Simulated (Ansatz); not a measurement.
Basis-set extrapolation for CH₆AlN, SMILES `C[NH][AlH2]` (PBE0-D4/def2-TZVP geometry, frozen core, Ansatz). Multiplicity 1, RHF reference.

|  | def2-TZVPP | def2-QZVPP |
| --- | --- | --- |
| HF | -337.788217 | -337.800537 |
| MP2 correlation | -0.477767 | -0.510059 |
| CCSD(T) correlation | -0.531323 | not run |

Energies in hartree. Use E(X) = E(∞) + A·exp(−7.88·√X) for Hartree–Fock and E(X) = E(∞) + B·X^(−2.97) for correlation, with X = 3 and 4, and add CCSD(T) minus MP2 of the smaller set to the MP2 limit.

What is the CCSD(T) energy at the basis-set limit?

HF limit: -337.800537 + (-0.012320) × 0.13774 = -337.80223. MP2 limit: -0.510059 + (-0.032292) × 0.74074 = -0.53398. Higher-order term: -0.531323 − (-0.477767) = -0.05356. Total: -338.38977 hartree, 44.1 kcal/mol below CCSD(T)/def2-TZVPP.
